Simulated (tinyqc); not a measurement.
Worked calculation: Pariser-Parr-Pople SCF with singles CI, for the molecule c1cscn1 (SMILES; centres numbered as the heavy atoms are written). One step of it, computed by the program tinyqc.

Task: Singles CI, triplets. Over the 6 single excitations with the smallest orbital gaps: A = (e_a - e_i) delta - (ij|ab), with (pq|rs) = sum c_mp c_mq gamma_mn c_nr c_ns.

orbital energies (eV): -15.101496  -11.453180  -10.543243  0.679889  2.156251

coefficients:
```
         MO1        MO2        MO3        MO4        MO5
1C  0.367253   0.178797   0.546885  -0.160688   0.712918
2C  0.401212  -0.418899   0.539916   0.446961  -0.415054
3S  0.487492  -0.597351  -0.350345  -0.529595   0.048071
4C  0.468260   0.160736  -0.535351   0.628464   0.270793
5N  0.497232   0.640227   0.008060  -0.314590  -0.493800
```

repulsion gamma_rs (eV):
```
           1C         2C         3S         4C         5N
1C  11.130000   7.552804   5.624616   5.520570   7.728064
2C   7.552804  11.130000   7.828316   5.519866   5.585792
3S   5.624616   7.828316  13.000000   7.827217   5.679901
4C   5.520570   5.519866   7.827217  11.130000   7.730255
5N   7.728064   5.585792   5.679901   7.730255  12.300000
```

Give: triplet CI matrix; triplet excitation energies.

Result:

triplet CI matrix (eV):
```
         3>4      2>4      3>5      2>5      1>4      1>5
3>4   3.6200  -0.1384   0.2595  -0.0873   0.8055   0.6925
2>4  -0.1384   4.2624  -0.0873  -0.1778   0.5105  -0.7023
3>5   0.2595  -0.0873   5.1146   0.0169   0.6925  -0.8457
2>5  -0.0873  -0.1778   0.0169   6.1403  -0.7023  -0.7198
1>4   0.8055   0.5105   0.6925  -0.7023   7.9445  -0.2035
1>5   0.6925  -0.7023  -0.8457  -0.7198  -0.2035   9.8085
```

triplet excitation energies (eV): 3.3425  4.0236  4.9541  5.8289  8.5087  10.2325
